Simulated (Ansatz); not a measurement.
C5H6 can be A, `C=CC1=CC1`, or B, `C#CC1CC1`.

Computed with Ansatz on PBE0-D4/def2-TZVP structures; ΔE is electronic, products minus reactants. CCSD(T)/CBS is the MP2 limit (def2-TZVPP, def2-QZVPP) plus CCSD(T) − MP2 in def2-TZVPP, frozen cores. DFT in def2-TZVPP. B3LYP here is the variant with VWN-RPA as its local correlation; programs differ in this. Each species was taken in one conformer, which may not be the lowest.

Problem. Which is lower in electronic energy at CCSD(T)/CBS, and by how much? (An estimate is asked.)

Solution. The calculation gave: B, by 37.8 kJ/mol.

Problem. Give E(B) − E(A) in kJ/mol with B3LYP-D4, CCSD(T)/def2-SVP, HF/def2-TZVPP, B3LYP, CCSD/def2-TZVPP, MP2/def2-TZVPP, PBE0-D4. (Estimate.)

Solution. The calculation gave: B3LYP-D4 -26.3, CCSD(T)/def2-SVP -32.2, HF/def2-TZVPP -43.3, B3LYP -27.3, CCSD/def2-TZVPP -42.5, MP2/def2-TZVPP -48.5, PBE0-D4 -28.8. None reverses the order clearly.

Problem. Does the order hold for the free energy at 298.15 K (harmonic terms from PBE0-D4)? (Estimate.)

Solution. The calculation gave: Yes: G(B) − G(A) = -34.5 kJ/mol, for one conformer each.

Largest T1 diagnostic: 0.011.

From BLYP to BHLYP (50 % exact exchange), in def2-TZVPP and without D4, E(B) − E(A) moves by −14.3 kJ/mol. At CCSD(T), def2-SVP lies +5.6 kJ/mol from the extrapolated value and def2-TZVPP −1.2 kJ/mol.
